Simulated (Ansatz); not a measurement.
## GeH, doublet: the ladder up to UCCSDT(Q)

Geometry: a PBE0/def2-TZVP stationary point for this spin.

```yaml
atoms:
  - { symbol: Ge, position_ang: [0.0000, 0.0000, 0.0000] }
  - { symbol: H, position_ang: [0.0000, 0.0000, 1.6012] }
```

Basis cc-pVQZ; Ansatz 0.2.0. Only valence electrons are correlated (noble-gas cores and the filled d shells of p-block atoms frozen), which leaves 5 electrons in 84 orbitals. Prefix R: restricted or restricted open-shell reference; prefix U: unrestricted. Active spaces: valence = (5e, 5o) chosen from the atoms' valence shells. No spin–orbit coupling is included, and no scalar relativity.

Full CI isn't at hand for all of this; UCCSDT(Q) serves as the reference, and is uncertain by about the last step of the cluster series. The frozen core follows each run's orbitals, which can shift R against U totals by a few meV for light atoms and by up to 0.1 eV past Ca.

```
UHF ⟨S²⟩                          : 0.765
T1 diagnostic (RCCSD)             : 0.0205
largest doubles amplitude (RCCSD) : 0.060
T1 diagnostic (UCCSD)             : 0.0157
```

| level | E − E(UCCSDT(Q)) (meV) | share of correlation (%) | wall time |
| --- | --- | --- | --- |
| UHF | 2820 | 3.78 | – |
| UMP2 | 624 | 78.71 | – |
| UCCSD | 95 | 96.76 | – |
| UCCSD(T) | 18 | 99.38 | 9 s |
| UCCSDT | 2 | 99.93 | – |

The correlation energy at UCCSDT(Q), counted from RHF, is -2.931 eV. That run took 13 s on 2 threads of AMD EPYC 7R13 with a shared H100 80 GB, shared host.

Run but not shown, since their state or frozen core can't be matched to the reference's or they repeat it: RHF, RMP2, RCCSD, RCCSD(T), BCCD(T), RCCSDT, RCCSDT(Q), CASSCF (valence space), NEVPT2 (valence space), MRCISD (valence space), MRCISD+Q (valence space).

Times hold each run's SCF and search for its determinant on a shared host, so for small cases they say little of a method's own cost; they ran on 1 thread of AMD EPYC 7R13.

Natural occupations of CASSCF (valence space) about the gap: 1.977 1.939 1.000 0.053 0.030; effectively unpaired electrons, Σ n²(2−n)², 1.03.

Atomization energy (electronic, same basis, no zero-point term; atoms at the same level, unrestricted beside the R rows where the molecule is a closed shell, but restricted open-shell past Ca, as are all atoms' steps beyond CCSDT(Q)) at UCCSDT(Q): 282.4 kJ/mol. Errors of other levels:

| level | error (kJ/mol) |
| --- | --- |
| UHF | -79.7 |
| UMP2 | -18.2 |
| UCCSD | -1.9 |
| UCCSD(T) | -0.4 |
| UCCSDT | -0.1 |

This basis is far from its limit, so the value isn't to be set against a measured one.
